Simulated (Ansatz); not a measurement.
Compare A (`O=CC1(O)CC1`) with its isomer B (`C#COC(C)O`).

Computed with Ansatz on PBE0-D4/def2-TZVP structures; ΔE is electronic, products minus reactants. CBS: MP2 limit from def2 TZ/QZ plus the TZ coupled-cluster correction, frozen cores. Functionals use def2-TZVPP. B3LYP here is the variant with VWN-RPA as its local correlation; programs differ in this. Each species was taken in one conformer, which may not be the lowest.

A:

Z-matrix (Å, degrees):
```
C
C 1 1.466
C 1 1.509 2 117.6
O 1 1.377 2 114.3 3 146.2
C 1 1.509 2 117.6 3 -67.7
O 2 1.207 1 121.8 3 -146.1
H 2 1.108 1 116.2 3 33.9
H 3 1.082 1 113.9 2 143.1
H 3 1.083 1 118.7 2 1.8
H 4 0.970 1 105.2 2 -0.1
H 5 1.083 1 118.7 2 -1.9
H 5 1.082 1 113.9 2 -143.1
```

B:

```xyz
12

C    -2.2954   -0.0921   -1.9044
C    -1.4671   -0.3759   -1.0852
O    -0.5992   -0.7199   -0.1894
C     0.2910    0.3382    0.2564
C     0.9956   -0.2136    1.4650
O     1.1340    0.7315   -0.7583
H    -3.0226    0.1543   -2.6384
H    -0.3287    1.2076    0.4891
H     1.5627   -1.1078    1.1920
H     1.6812    0.5367    1.8593
H     0.2782   -0.4865    2.2392
H     1.7705    0.0277   -0.9252
```

(1) Which isomer does CCSD(T)/CBS put lower? Give the gap. (Best estimate.)

(2) Give E(B) − E(A) in kcal/mol with PBE-D4, B3LYP-D4, CCSD(T)/def2-TZVPP, ωB97M-V, B3LYP, MP2/def2-TZVPP, HF/def2-TZVPP. (Estimate.)

Largest T1 diagnostic: 0.013.

Results:

(1) Computed: A, by 28.3 kcal/mol.

(2) Computed: PBE-D4 33.8, B3LYP-D4 28.6, CCSD(T)/def2-TZVPP 28.9, ωB97M-V 30.3, B3LYP 27.9, MP2/def2-TZVPP 29.9, HF/def2-TZVPP 25.3. None reverses the order clearly.

The D4 term adds +0.7 kcal/mol with B3LYP and +0.3 kcal/mol with PBE0; it sums over pairs of atoms, weighted by their polarisabilities, and B3LYP, whose exchange is more repulsive, gets the larger term. In def2-TZVPP, CCSD(T) changes the Hartree–Fock value by +3.6 kcal/mol (the triples alone add +0.3 kcal/mol) and MP2 by +4.6 kcal/mol.
